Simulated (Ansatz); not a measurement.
# H2O⁺, doublet: the ladder up to UCCSDT(Q)

Geometry: displaced at random from a stationary point.

```xyz
3

O    -0.0026   -0.0661    0.0036
H    -0.0034    0.4951   -0.8287
H     0.0445    0.5544    0.7710
```

Basis cc-pVTZ; Ansatz 0.2.0. Only valence electrons are correlated (noble-gas cores frozen), which leaves 7 electrons in 57 orbitals. R marks a restricted (for open shells ROHF) determinant, U an unrestricted one. Active spaces: valence = (7e, 6o) chosen from the atoms' valence shells.

Full CI isn't at hand for all of this; UCCSDT(Q) serves as the reference, and is uncertain by about the last step of the cluster series. The frozen core follows each run's orbitals, which can shift R against U totals by a few meV.

For open shells CISD is restricted-active-space CI with the open shells as a complete middle space.

The UHF ⟨S²⟩ is 0.758. The T1 diagnostic (RCCSD) is 0.0131, the largest doubles amplitude (RCCSD) is 0.027 and the T1 diagnostic (UCCSD) is 0.0073.

| level | E − E(RHF) (eV) |
| --- | --- |
| UHF | -0.1472 |
| RMP2 | -5.5613 |
| UMP2 | -5.5525 |
| RCCSD | -5.9712 |
| UCCSD | -5.9742 |
| RCCSD(T) | -6.1076 |
| UCCSD(T) | -6.1087 |

Problem. Estimate how far UCCSDT(Q) in cc-pVTZ lies from RCCSD(T). The table doesn't fix it; the size of (T) and the diagnostics are the guide.

Solution. UCCSDT(Q) in cc-pVTZ lies 1.3 kJ/mol below RCCSD(T), which is 10 % of the (T) step (-13.2 kJ/mol). The diagnostics are small and one determinant leads, so the series closes fast and only a small part of (T) is left.

The other levels:

```tsv
level	E − E(UCCSDT(Q)) (kJ/mol)	share of correlation (%)	wall time
CISD	30.8	94.78	2.3 s
BCCD(T)	1.4	99.77	1.7 s
RCCSDT	0.6	99.90	–
UCCSDT	0.4	99.93	–
RCCSDT(Q)	0.2	99.97	40 s
CASSCF (valence space)	444.4	24.76	–
NEVPT2 (valence space)	66.0	88.82	0.69 s
MRCISD (valence space)	16.8	97.15	–
MRCISD+Q (valence space)	2.3	99.61	1.4 s
```

The correlation energy at UCCSDT(Q), counted from RHF, is -6.121 eV. That run took 36 s on 1 thread of Arm Neoverse V1, shared host.

Times hold each run's SCF and search for its determinant on a shared host, so for small cases they say little of a method's own cost; they ran on 1 thread of Arm Neoverse V1.

Natural occupations of CASSCF (valence space) about the gap: 1.999 1.980 1.978 1.000 0.022 0.022; effectively unpaired electrons, Σ n²(2−n)², 1.01.
